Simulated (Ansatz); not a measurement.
The input, for Ansatz 0.2.0:

```yaml
crystal:
  periodic: [false, false, false]
  atoms:
    - {symbol: Al, position_ang: [-0.964607, 0.000000, 0.000000]}
    - {symbol: H, position_ang: [-1.757531, 1.373384, 0.000000]}
    - {symbol: H, position_ang: [-1.757531, -1.373384, 0.000000]}
    - {symbol: H, position_ang: [0.978393, 0.000000, 0.000000]}
    - {symbol: B, position_ang: [2.148393, 0.000000, 0.000000]}
    - {symbol: H, position_ang: [2.657466, 0.000000, 1.077008]}
    - {symbol: H, position_ang: [2.657466, 0.000000, -1.077008]}
basis:
  gaussian: {orbitals: cc-pVDZ}
magnetization: {spin_polarized: false, initial_magnetization: 1}
correlation: {method: ccsd_t, electrons: outside_noble_gas}
```

```sh
$ ansatz run in.yaml --threads 1 --pin off --events-out ev --progress --plain --max-ram 2393MiB
```

Q: Roughly how long does this take on 1 thread of Arm Neoverse V1, shared host, and how much host memory?

A: 12 s wall and 0.17 GiB.

```
525 factors; integrals over basis functions are off by at most 1.2e-3 eV
mean field evaluation 1: about -7327.7123 eV, gradient 1.7e1 eV
mean field evaluation 2: about -7327.7475 eV, gradient 1.7e1 eV
mean field evaluation 4: about -7329.0405 eV, gradient 8.5e0 eV
mean field evaluation 8: about -7329.4794 eV, gradient 2.3e-1 eV
mean field evaluation 16: about -7329.5368 eV, gradient 5.8e-1 eV
mean field evaluation 32: about -7329.8023 eV, gradient 4.6e-4 eV
mean field evaluation 64: about -7329.4800 eV, gradient 4.3e-3 eV
mean field evaluation 96: about -7329.7990 eV, gradient 1.2e-1 eV
mean field evaluation 128: about -7329.4795 eV, gradient 4.5e-1 eV
mean field evaluation 160: about -7329.3959 eV, gradient 3.6e0 eV
mean field evaluation 192: about -7329.2850 eV, gradient 7.6e-4 eV
mean field -7329.80230401 eV, -269.3652663540 hartree, gradient 4.2e-9 eV, S^2 0.750000; 12 other end points of the search recorded, 0 dependent functions left out
mean field evaluation 224: about -7329.1102 eV, gradient 5.2e-1 eV
mean field evaluation 256: about -7328.3152 eV, gradient 1.0e1 eV
mean field evaluation 288: about -7329.5807 eV, gradient 4.1e-1 eV
determinant -7329.80230401 eV, -269.3652663540 hartree, with singles and doubles -7335.32713311 eV, -269.5683000783 hartree
determinant -7329.48001981 eV, -269.3534226281 hartree, with singles and doubles -7335.08433770 eV, -269.5593775119 hartree
determinant -7329.28501493 eV, -269.3462563309 hartree, with singles and doubles -7335.04579064 eV, -269.5579609334 hartree
determinant -7329.80230401 eV, -269.3652663540 hartree, with singles and doubles -7335.32724373 eV, -269.5683041436 hartree
determinant -7329.48001981 eV, -269.3534226281 hartree, with singles and doubles -7335.08437422 eV, -269.5593788539 hartree
determinant -7329.28501493 eV, -269.3462563309 hartree, with singles and doubles -7335.04580592 eV, -269.5579614950 hartree
6 core orbitals not correlated: weight in the atoms' cores, before any rotation towards them, 1.000 or more for the frozen orbitals, at most 0.000 for the correlated occupied ones
reference -7329.80230401 eV, -269.3652663540 hartree; 6, 5 occupied and 45, 46 virtual orbitals, 525 factors
second order -4.29026151 eV of doubles, -0.03236857 eV of singles
cycle   1  -5.52494685 eV  change   -7.1e-6 eV  update   3.3e-6
perturbative correction -0.09451258 eV, -0.0034732731 hartree
Total energy: -7335.42176344 eV, -269.5717776788 hartree
```

For the same geometry and basis UCCSDT(Q) lies 29.2 meV lower.
